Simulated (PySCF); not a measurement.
# Threshold energies of O2 in a plasma

PBE0 in PySCF with def2-TZVPPD on every atom, for the lowest determinant that a PBE0 search found; no spin–orbit coupling.

```
species  state (unpaired electrons)  Re (Å)  ωe (cm⁻¹)  energy of the minimum from the neutral (eV)  De (eV)  dissociates to
     O2              triplet (π ↑↑)   1.193       1713                                         0.00     5.39           O + O
    O₂⁺               doublet (π ↑)   1.098       2129                                        12.39     6.84          O⁺ + O
```

Work out the lowest energy to break O2 into atoms, from its vibrational ground state.

D0 = De − ωe/2 = 5.39 − 0.11 = 5.28 eV (PBE0/def2-TZVPPD).

Work out the ionisation energy of the O atom at this level and the threshold of dissociative ionisation.

IE(O) = 12.39 + 6.84 − 5.39 = 13.84 eV, so O⁺ + O + e⁻ appears at D0 + IE(O) = 19.12 eV (PBE0/def2-TZVPPD). The measured IE(O) is 13.618 eV (NIST ASD).

These are thermodynamic thresholds; the onsets seen under electron impact lie higher where the geometry changes, and cross-sections peak well above them.

States were picked by a PBE0 search and need not be the measured ground states.
